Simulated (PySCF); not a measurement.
**Orbital energies and ionisation energy**

Species: C₃H₂F₂.
SMILES with atom numbers: `[CH:1]#[C:2][CH:3]([F:4])[F:5]` (hydrogens: H6 on C1; H7 on C3)

Cartesian coordinates in Å at the PBE0-D3(BJ)/def2-SVP level; atoms count from 1:
```xyz
7
C3H2F2 angstrom
C      1.695   -0.085   -0.375
C      0.517   -0.031   -0.115
C     -0.906    0.090    0.217
F     -1.661   -0.032   -0.893
F     -1.274   -0.875    1.083
H      2.743   -0.144   -0.611
H     -1.124    1.070    0.678
```

Level: CAM-B3LYP/def2-SVPD (PySCF). Frontier orbitals with their largest atomic shares (Löwdin; up to four atoms above 4 %):

| orbital | ε (eV) | main atoms |
| --- | --- | --- |
| HOMO−3 | -13.59 | F5 48 %, F4 48 % |
| HOMO−2 | -12.25 | F5 29 %, F4 29 %, C3 18 %, H7 12 % |
| HOMO−1 | -10.39 | C2 44 %, C1 42 % |
| HOMO | -10.32 | ? |
| LUMO | 0.85 | C1 25 %, C2 24 %, C3 22 %, H7 11 % |
| LUMO+1 | 0.91 | C1 34 %, C2 30 %, C3 10 %, H6 9 % |
| LUMO+2 | 1.52 | C1 50 %, H6 18 %, C2 18 %, C3 6 % |

Question: What vertical ionisation energy does ΔSCF give, and how far is −ε(HOMO) from it?

Answer: ΔSCF: 11.60 eV (1120 kJ/mol; threshold wavelength 107 nm); ⟨S²⟩ of the doublet left behind is 0.752, against 0.75 for a pure doublet. −ε(HOMO) is 10.32 eV, 1.28 eV below it. In exact Kohn–Sham theory the two would be equal; CAM-B3LYP (range-separated hybrid) falls short of its own ΔSCF value by 11 %.

Question: On which atoms does the HOMO lie?

Answer: C1 (terminal alkyne carbon) 42 %, C2 (alkyne carbon) 42 %, C3 (CHF2 carbon) 6 %. The HOMO−1 lies 0.07 eV lower.

Question: Shift the occupied levels rigidly so that −ε(HOMO) equals the ΔSCF value. What binding energies result?

Answer: The shift is +1.28 eV: HOMO 11.60, HOMO−1 11.67, HOMO−2 13.53, HOMO−3 14.87 eV. A rigid shift is only a rough guide to the deeper ionisations.

Question: What kinetic energy would electrons from this vertical process carry with He II light (40.814 eV)?

Answer: 40.81 − 11.60 = 29.21 eV.

Question: What total energies stand behind the ΔSCF value?

Answer: E(N) = -314.79390 Eh and E(N − 1) = -314.36745 Eh at the same geometry, 0.42645 Eh apart.

Question: With α = 36.5 au, estimate the like-pair dispersion coefficient by London's formula C6 = (3/4)α²I.

Answer: I = 0.4265 Eh, so C6 ≈ 427 au, a rough estimate.

Isolated species at its PBE0-D3(BJ)/def2-SVP geometry, gas phase.

The run behind these numbers computed excited states and ΔSCF ions as well. Hardware: an Arm Neoverse V1 with one thread, no GPU, on a shared host. Cost: 26 s of wall time.
